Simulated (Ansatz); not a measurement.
**SiH4+ (quartet): the correlation ladder, cc-pVTZ**

An exercise on one series of results from a longer session: the logs are not shown, and one member is left open.

Method: cc-pVTZ, core rule «outside noble gas», up to 5 orbitals frozen; program: Ansatz 0.2.0, Gaussian basis.

Plan: UHF; CCSD(T) on ROHF; CCSD(T) on UHF; BCCD(T) on ROHF; CCSDT(Q) on ROHF; CCSDT(Q) on UHF; CASSCF and MRCISD+Q, 7 electrons in 8 orbitals; CASSCF and MRCISD+Q(relaxed), 7 electrons in 8 orbitals; CASSCF and NEVPT2, 7 electrons in 8 orbitals.

5 further runs of the same task are left out: 5 set aside as unsound or not needed.

## What is computed

The geometry is a PBE0/def2-TZVP stationary point (not a proven minimum) of the parent state, kept for this charge and spin.

5 atoms, charge 1, spin multiplicity 4.

Atoms are counted from 1 here; the program's logs count them from 0.

Bond lengths: Si1–H2 1.529 Å, Si1–H3 1.529 Å, Si1–H4 1.529 Å, Si1–H5 1.529 Å. Angles: H2–Si1–H3 90.0°, H2–Si1–H4 90.0°, H2–Si1–H5 180.0°, H3–Si1–H4 180.0°, H3–Si1–H5 90.0°, H4–Si1–H5 90.0°.

Set-up of the first run:

The input, in.yaml:

```yaml
crystal:
  periodic: [false, false, false]
  atoms:
    - {symbol: Si, position_ang: [0.000000, 0.000000, 0.000000]}
    - {symbol: H, position_ang: [-0.011525, 1.085107, 1.077576]}
    - {symbol: H, position_ang: [-0.016497, -1.077632, 1.084987]}
    - {symbol: H, position_ang: [0.016497, 1.077632, -1.084987]}
    - {symbol: H, position_ang: [0.011525, -1.085107, -1.077576]}
basis:
  gaussian: {orbitals: cc-pVTZ}
total_charge: 1
magnetization: {spin_polarized: true, initial_magnetization: 3}
hamiltonian: {xc: hf}
output: {orbitals: {seedname: orbitals}}
```

Launch:

```console
$ ansatz run in.yaml --threads 1 --pin off --events-out ev --progress --plain --max-ram 2560MiB --backend cpu
```

Among the steps run: UHF; CCSD(T) on ROHF; CCSD(T) on UHF; BCCD(T) on ROHF; CCSDT(Q) on ROHF; CCSDT(Q) on UHF; CASSCF and MRCISD+Q, 7 electrons in 8 orbitals; CASSCF and MRCISD+Q(relaxed), 7 electrons in 8 orbitals; CASSCF and NEVPT2, 7 electrons in 8 orbitals.

One of the session's tables, all rows but one given; the rest of the session is left out.

It belongs to the step «Misses and costs». 

| method | from UCCSDT(Q) (meV) |
| --- | --- |
| ROHF | +3781.4 |
| UHF | +3713.4 |
| RMP2 | +877.6 |
| UMP2 | +878.2 |
| RCCSD | +159.4 |
| UCCSD | +157.0 |
| RCCSD(T) | +36.0 |
| UCCSD(T) | +35.0 |
| BCCD(T) | ? |
| RCCSDT | +5.4 |
| UCCSDT | +4.3 |
| RCCSDT(Q) | +1.3 |
| UCCSDT(Q) | 0 |
| CASSCF valence | +2579.4 |
| NEVPT2 valence | +677.9 |
| MRCISD valence | +171.9 |
| MRCISD+Q valence | +46.1 |
| MRCISD+Q(relaxed) valence | -0.6 |

Estimate the missing values for BCCD(T).

As computed: from UCCSDT(Q) (meV): +35.6. In the column «from UCCSDT(Q) (meV)» it lies between UCCSD(T) (+35.0) and RCCSD(T) (+36.0).

Limits of these values: Restricted and unrestricted rows rest on different reference determinants; where their highest levels disagree by more than a few hundredths of an eV, they describe different states and don't form one ladder.
